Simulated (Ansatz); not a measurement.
Ansatz (a first-principles code) input (MP2/3-21G): The .json file is the Basis Set Exchange's 3-21G.

Ansatz 0.2 input:
```yaml
crystal:
  periodic: [false, false, false]
  atoms:
    - {symbol: C, position_ang: [1.22575544, 0.17309225, 0.00894148]}
    - {symbol: C, position_ang: [-0.03107836, 0.64387051, -0.00922939]}
    - {symbol: H, position_ang: [1.47813325, -0.91357007, 0.02636841]}
    - {symbol: H, position_ang: [2.10642756, 0.82312597, 0.00806544]}
    - {symbol: C, position_ang: [-1.09160938, -0.43922734, -0.00400391]}
    - {symbol: H, position_ang: [-0.69725428, -1.48823368, 0.01421419]}
    - {symbol: H, position_ang: [-1.76093960, -0.33173915, 0.86187210]}
    - {symbol: H, position_ang: [-1.74477312, -0.35599558, -0.88476921]}
basis:
  gaussian:
    orbitals: 3-21G.json
total_charge: -1
magnetization: {spin_polarized: false}
correlation: {method: mp2, electrons: outside_noble_gas}
```

**Question.** What final total energy does it give?

**Answer.** -115.98958 Eh.
